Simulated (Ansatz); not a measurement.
# SiHCl2 radical: up Jacob's ladder to CCSD(T)

Aim: compute SiHCl2 radical with functionals from several rungs and with coupled cluster, and see how far each lands from CCSD(T) at the basis-set limit for the atomisation energy.

The runs use Ansatz 0.2.0, Gaussian basis; functionals in def2-TZVPP, the program's frozen cores in correlated methods.

The runs, in order: LDA (SPW92), PBE-D4, revPBE-D4, BLYP-D4, r2SCAN-D4, B97M-V, PBE0-D4, B3LYP-D4, r2SCANh-D4, r2SCAN0-D4, HSE06-D4, BHLYP-D4, CAM-B3LYP-D4, LC-ωPBE, ωB97X-V, ωB97M-V, B2PLYP, PBE-QIDH; CCSD(T)/def2-SVP; CCSD(T)/def2-TZVPP; CCSD(T)/def2-QZVPP; extrapolation to the limit; RPA on PBE.

### Step 1. The relaxed structure

All runs share one geometry, relaxed beforehand with PBE0-D4 in a triple-zeta def2 set.

SMILES `Cl[SiH]Cl`, 4 atoms, charge 0, spin multiplicity 2.

Atoms are counted from 1 here; the program's logs count them from 0.

Bond lengths: Cl1–Si2 2.047 Å, Si2–Cl3 2.047 Å, Si2–H4 1.488 Å. Angles: Cl1–Si2–Cl3 110.2°, Cl1–Si2–H4 108.0°, Cl3–Si2–H4 108.0°.

Coordinates:

```csv
atom,x (Å),y (Å),z (Å)
Cl1,-1.6466,0.1778,0.8894
Si2,0.1876,-0.4142,0.2000
Cl3,0.2509,-0.2813,-1.8417
H4,1.2082,0.5177,0.7524
```

### Step 2. LDA

This LDA is Slater exchange with PW92 correlation.

Contents of in.yaml:

```yaml
crystal:
  periodic: [false, false, false]
  atoms:
    - {symbol: Cl, position_ang: [-1.646644, 0.177814, 0.889382]}
    - {symbol: Si, position_ang: [0.187626, -0.414158, 0.199985]}
    - {symbol: Cl, position_ang: [0.250858, -0.281336, -1.841739]}
    - {symbol: H, position_ang: [1.208160, 0.517690, 0.752372]}
basis:
  gaussian: {orbitals: def2-TZVPP}
magnetization: {spin_polarized: true, initial_magnetization: 1}
hamiltonian: {xc: lda}
output: {orbitals: {seedname: orbitals}}
```

Launch:

```sh
$ ansatz run in.yaml --threads 2 --pin off --events-out ev --progress --plain --max-ram 32768MiB --backend cpu
```

The runs that follow: PBE-D4 (GGA); revPBE-D4 (GGA); BLYP-D4 (GGA); r2SCAN-D4 (meta-GGA); B97M-V (meta-GGA); PBE0-D4 (hybrid); B3LYP-D4 (hybrid); r2SCANh-D4 (hybrid); r2SCAN0-D4 (hybrid); HSE06-D4 (hybrid); BHLYP-D4 (hybrid); CAM-B3LYP-D4 (range-separated); LC-ωPBE (range-separated); ωB97X-V (range-separated); ωB97M-V (range-separated); B2PLYP (double hybrid); PBE-QIDH (double hybrid); CCSD(T) in def2-SVP; CCSD(T) in def2-TZVPP; CCSD(T) in def2-QZVPP; RPA on PBE orbitals.

Q: Predict the results of all the runs planned. Wanted: atomisation energy, CCSD(T)/CBS; farthest beyond LDA; mean size of error, GGA; mean size of error, meta-GGA; mean size of error, hybrid; mean size of error, range-separated; mean size of error, double hybrid; gap, smallest and largest; T1 diagnostic.

As calculated:

| quantity | value |
| --- | --- |
| atomisation energy, CCSD(T)/CBS | 1091.1 kJ/mol |
| functionals within 5.5 kJ/mol (0.5 %) | PBE0-D4, r2SCAN0-D4, HSE06-D4, ωB97X-V, ωB97M-V, PBE-QIDH |
| farthest beyond LDA | BHLYP-D4 (-39.9 kJ/mol) |
| mean size of error, GGA | 16.2 kJ/mol |
| mean size of error, meta-GGA | 21.7 kJ/mol |
| mean size of error, hybrid | 13.4 kJ/mol |
| mean size of error, range-separated | 10.9 kJ/mol |
| mean size of error, double hybrid | 15.8 kJ/mol |
| gap, smallest and largest | 1.15 eV (LDA (SPW92)), 8.67 eV (LC-ωPBE) |
| T1 diagnostic | 0.0125 |
| triples share of the correlation energy | 4.1 % |

What this shows: The LDA atomisation energy is off by 152.9 kJ/mol (14 %): it overbinds. PBE-D4 is off by +16.1 kJ/mol. Double hybrids carry the basis error of their MP2 part in triple zeta, and no dispersion term here, so their miss is partly the set-up's. By mean error the best rung here is range-separated (10.9 kJ/mol) and the worst beyond LDA is meta-GGA (21.7 kJ/mol). The gap between the best rungs is small, so their order is not settled. Misses under about 5.5 kJ/mol are within the doubt on the reference itself, which lacks core-valence correlation, relativity and higher excitations. Hartree-Fock recovers 75 % of the binding; the rest is correlation. CCSD(T) in def2-SVP is off by -125.8 kJ/mol, so the small basis spoils what the method gains. The gap grows from 1.2 to 8.7 eV across the functionals, mostly with the share of exact exchange.
